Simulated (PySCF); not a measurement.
Molecule: isopropenyl methyl ketone, C₅H₈O.

Molfile (atoms numbered from 1):
```
C5H8O
     RDKit          3D

 14 13  0  0  0  0  0  0  0  0999 V2000
   -0.4821    1.4659   -0.0226 C   0  0  0  0  0  0  0  0  0  0  0  0
   -0.5572    0.1281   -0.0812 C   0  0  0  0  0  0  0  0  0  0  0  0
   -1.8350   -0.6197   -0.2933 C   0  0  0  0  0  0  0  0  0  0  0  0
    0.6621   -0.7319    0.0632 C   0  0  0  0  0  0  0  0  0  0  0  0
    2.0088   -0.0903    0.2974 C   0  0  0  0  0  0  0  0  0  0  0  0
    0.5502   -1.9375   -0.0019 O   0  0  0  0  0  0  0  0  0  0  0  0
    0.4642    1.9878    0.1342 H   0  0  0  0  0  0  0  0  0  0  0  0
   -1.3751    2.0879   -0.1309 H   0  0  0  0  0  0  0  0  0  0  0  0
   -2.6906    0.0632   -0.3822 H   0  0  0  0  0  0  0  0  0  0  0  0
   -2.0164   -1.3190    0.5372 H   0  0  0  0  0  0  0  0  0  0  0  0
   -1.7723   -1.2393   -1.2009 H   0  0  0  0  0  0  0  0  0  0  0  0
    2.0172    0.4571    1.2525 H   0  0  0  0  0  0  0  0  0  0  0  0
    2.2575    0.6279   -0.4980 H   0  0  0  0  0  0  0  0  0  0  0  0
    2.7687   -0.8803    0.3264 H   0  0  0  0  0  0  0  0  0  0  0  0
  1  2  2  0
  2  3  1  0
  2  4  1  0
  4  5  1  0
  4  6  2  0
  1  7  1  0
  1  8  1  0
  3  9  1  0
  3 10  1  0
  3 11  1  0
  5 12  1  0
  5 13  1  0
  5 14  1  0
M  END
```

Geometry PBE0-D3(BJ)/def2-SVP throughout; GIAO in PySCF 2.14.0 with density-fitted response routines, gas phase, one conformer, non-relativistic; equivalent atoms averaged; basis pcSseg-1.

For orientation, BP86 gives these absolute shieldings σ: C4 -18.5, C2 26.7, C1 49.9, C3 158.2, O6 -347.3, H8 25.26, H7 25.29, H12/H13/H14 28.96, H9/H10/H11 29.43 ppm.

A run gave: C4 -13.8, C2 30.9, C1 53.6, C3 157.7, O6 -323.7, H8 25.51, H7 25.51, H12/H13/H14 29.12, H9/H10/H11 29.55 ppm (absolute shieldings σ).

Question: Which functional was used in that run?
A. B97-D
B. B3LYP
C. HF
D. PBE0

Answer: A. O6 tells them apart best: B97-D gives -323.7, PBE0 gives -355.1, HF gives -335.8, B3LYP gives -357.2 ppm.
